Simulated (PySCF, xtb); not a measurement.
## Two isomers of CH2BO+

We compare X, `B1[CH+]O1`, a singlet, with Y, `[CH2+]B=O`, a singlet. Both are isolated ions in the gas phase, relaxed with PBE0-D3(BJ)/def2-SVP; the shapes shown needn't be the lowest conformers.

X (Å):

| atom | x (Å) | y (Å) | z (Å) |
| --- | --- | --- | --- |
| C | 1.0196 | 1.4580 | 0.0390 |
| B | -0.0058 | 1.3397 | 1.1077 |
| O | 0.0006 | 0.7228 | -0.1750 |
| H | -0.6759 | 1.3974 | 2.0845 |
| H | 1.8514 | 1.6339 | -0.6624 |

Y (Å):

```
atom    x (Å)   y (Å)    z (Å)
   C  -0.1326  1.4536   0.6498
   B   1.3185  1.1124   0.3090
   O   2.4589  0.8443   0.0412
   H  -0.4324  1.7482   1.6722
   H  -0.9301  1.4170  -0.1150
```

**Question.** Estimate E(Y) − E(X) at the level CCSD(T)/def2-TZVPP.

**Answer.** Calculated at CCSD(T)/def2-TZVPP: E(Y) − E(X) = +8.3 kcal/mol, so structure X lies lower.

The same difference at several levels:

```csv
level,geometry,E(Y) − E(X) (kcal/mol),departure from the last row (kcal/mol),"job, with rough time for the two"
GFN2-xTB,GFN2-xTB,+12.5,+4.2,"optimisation, 0.27 s"
HF/STO-3G,GFN2-xTB,+2.3,−6.0,"single point, 3.5 s"
r2SCAN-D4/def2-SVP,GFN2-xTB,+4.3,−4.0,"single point, 14 s"
PBE0-D3(BJ)/def2-SVP,PBE0-D3(BJ)/def2-SVP,+9.8,+1.4,"optimisation, 3.9 min"
HF/def2-TZVPP,PBE0-D3(BJ)/def2-SVP,+12.4,+4.1,part of the CCSD(T) run
MP2/def2-TZVPP,PBE0-D3(BJ)/def2-SVP,+9.5,+1.1,part of the CCSD(T) run
CCSD(T)/def2-TZVPP,PBE0-D3(BJ)/def2-SVP,+8.3,,"single point, 2.2 min"
```

As drawn, Y has 1 B=O, 1 C–H in place of 1 C–O, 1 B–O, 1 B–H. Structure X has a 3-membered ring, Y no ring.

None of the levels shown reverses the order. The largest departure from CCSD(T)/def2-TZVPP is that of HF/STO-3G, 6.0 kcal/mol.

With harmonic frequencies from PBE0-D3(BJ)/def2-SVP (ideal gas, rigid rotor, one conformer each, 298.15 K, 1 atm): on the last row, ΔE + ΔZPE = +7.9, ΔH = +8.4, ΔG = +8.0 kcal/mol.

The T1 diagnostic of structure Y is large, so the coupled-cluster value is less sure. The correlated steps freeze 3 core orbitals. Codes used: PySCF 2.14.0, xtb 6.7.1; the last row on 2 threads of Intel(R) Xeon(R) Processor @ 2.50GHz (Skylake/Cascade Lake) on a shared host.
